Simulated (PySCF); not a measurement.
**SiH2Cl2 (dichlorosilane (DCS)) at CISD/STO-6G**

Aim: the vertical ionisation energy of SiH2Cl2 (dichlorosilane (DCS)) at CISD/STO-6G, from 2 runs. The job is set up through a Python script.

The results are computed with PySCF 2.14.0.

11 further runs of the same task are left out: 11 set aside as unsound or not needed.

## Step 1: The molecule

SiH2Cl2: 5 atoms, total charge 0, spin state singlet. SMILES: `Cl[SiH2]Cl`. The coordinates come from a PBE0-D4/def2-TZVP relaxation.

Bond lengths: Cl1–Si2 2.040 Å, Si2–Cl3 2.040 Å, Si2–H4 1.476 Å, Si2–H5 1.476 Å. Angles: Cl1–Si2–Cl3 110.1°, Cl1–Si2–H4 108.5°, Cl1–Si2–H5 108.5°, Cl3–Si2–H4 108.5°, Cl3–Si2–H5 108.5°, H4–Si2–H5 112.7°.

## Step 2: The energy at CISD/STO-6G

The input, job.py:

```python
# Cl[SiH2]Cl
from pyscf import gto, scf, ci

mol = gto.Mole()
mol.atom = '''
Cl      -1.036100      -0.393400       1.609300
Si       0.136800      -0.071700      -0.028900
Cl      -0.799200       1.196800      -1.324000
H        0.352000      -1.362200      -0.711200
H        1.396500       0.556600       0.413400
'''
mol.basis = 'sto-6g'
mol.spin = 0
mol.charge = 0
mol.verbose = 3
mol.max_memory = 1860
mol.build()

mf = scf.RHF(mol)
mf.conv_tol = 1e-10
mf.kernel()
if not mf.converged:
    mf = mf.newton().run(mf.mo_coeff, mf.mo_occ)

cisd = ci.CISD(mf, frozen=15)
cisd.kernel()
etot = cisd.e_tot
print('E = %.10f Eh' % etot)
```

Started as:

```
$ OMP_NUM_THREADS=1 python job.py
```

The program printed:

```text
converged SCF energy = -1205.13599835783
E(RCISD) = -1205.197361538467  E_corr = -0.06136318064038004
E = -1205.1973615385 Eh
```

Run time: 1.1 s. Hardware: 1 thread of Arm Neoverse V2, shared host; peak memory 0.1 GiB.

## Step 3: The doublet cation

The input, job.py:

```python
from pyscf import gto, ci

system = gto.M(
    atom=[
    ('Cl', (-1.036100, -0.393400, 1.609300)),
    ('Si', (0.136800, -0.071700, -0.028900)),
    ('Cl', (-0.799200, 1.196800, -1.324000)),
    ('H', (0.352000, -1.362200, -0.711200)),
    ('H', (1.396500, 0.556600, 0.413400)),
],
    max_memory=1860,
    basis='sto-6g',
    verbose=4,
    spin=1,
    charge=1,
)

mf = system.UHF()
mf.conv_tol = 1e-10
mf.kernel()
if not mf.converged:
    mf = mf.newton().run(mf.mo_coeff, mf.mo_occ)

cisd = ci.CISD(mf, frozen=15)
cisd.kernel()
etot = cisd.e_tot
print('Final energy', etot)
```

Started as:

```
$ OMP_NUM_THREADS=1 python job.py
```

The program printed:

```text
PySCF version 2.14.0

[INPUT] num. atoms = 5
[INPUT] num. electrons = 49
[INPUT] charge = 1
[INPUT] spin (= nelec alpha-beta = 2S) = 1
[INPUT] symmetry False subgroup None
[INPUT] Mole.unit = angstrom
[INPUT] Symbol           X                Y                Z      unit          X                Y                Z       unit  Magmom
[INPUT]  1 Cl    -1.036100000000  -0.393400000000   1.609300000000 AA   -1.957945237662  -0.743418257404   3.041136252263 Bohr   0.0
[INPUT]  2 Si     0.136800000000  -0.071700000000  -0.028900000000 AA    0.258514533841  -0.135493363131  -0.054613085000 Bohr   0.0
[INPUT]  3 Cl    -0.799200000000   1.196800000000  -1.324000000000 AA   -1.510269118752   2.261624225879  -2.501997388924 Bohr   0.0
[INPUT]  4 H      0.352000000000  -1.362200000000  -0.711200000000 AA    0.665183595847  -2.574184926883  -1.343973219791 Bohr   0.0
[INPUT]  5 H      1.396500000000   0.556600000000   0.413400000000 AA    2.639002532955   1.051821560933   0.781212779895 Bohr   0.0

nuclear repulsion = 191.96342107857
number of shells = 17
number of NR pGTOs = 174
number of NR cGTOs = 29
basis = sto-6g
ecp = {}

[... 77 lines left out ...]
converged SCF energy = -1204.74502988423  <S^2> = 0.76171236  2S+1 = 2.0116783
[... 1 line left out ...]
******** <class 'pyscf.ci.ucisd.UCISD'> ********
CISD nocc = (np.int64(10), np.int64(9)), nmo = (14, 14)
frozen orbitals 15
max_cycle = 50
direct = 0
conv_tol = 1e-09
max_cycle = 50
max_space = 12
lindep = 0
nroots = 1
Init t2, MP2 energy = -0.0663086864186289
UCISD converged
E(UCISD) = -1204.832796113434  E_corr = -0.08776622920729699
Final energy -1204.8327961134344
```

Run time: 1.3 s. Hardware: 1 thread of Arm Neoverse V2, shared host; peak memory 0.12 GiB.

## Step 4: Outcome

At CISD/STO-6G, 15 core orbitals frozen:

```
                                                                  quantity           value
                                             singlet SiH2Cl2: total energy  -1205.19736 Eh
                     singlet SiH2Cl2: dipole moment (Hartree–Fock density)          2.96 D
                      singlet SiH2Cl2: HOMO energy (Hartree–Fock orbitals)       -10.81 eV
                      singlet SiH2Cl2: LUMO energy (Hartree–Fock orbitals)         7.92 eV
                    singlet SiH2Cl2: HOMO–LUMO gap (Hartree–Fock orbitals)        18.73 eV
             singlet SiH2Cl2: correlation energy (15 core orbitals frozen)       -61.4 mEh
                                              doublet cation: total energy  -1204.83280 Eh
doublet cation: HOMO energy (Hartree–Fock orbitals) (highest over α and β)       -15.31 eV
 doublet cation: LUMO energy (Hartree–Fock orbitals) (lowest over α and β)       -10.46 eV
              doublet cation: correlation energy (15 core orbitals frozen)       -87.8 mEh
                         doublet cation: ⟨S²⟩ of the reference determinant           0.762
                        vertical ionisation energy (to the doublet cation)        9.920 eV
```

What this shows: Removing an electron at fixed nuclei costs 9.92 eV (229 kcal/mol). In a minimal basis such a difference can be off by several eV, whatever the method.
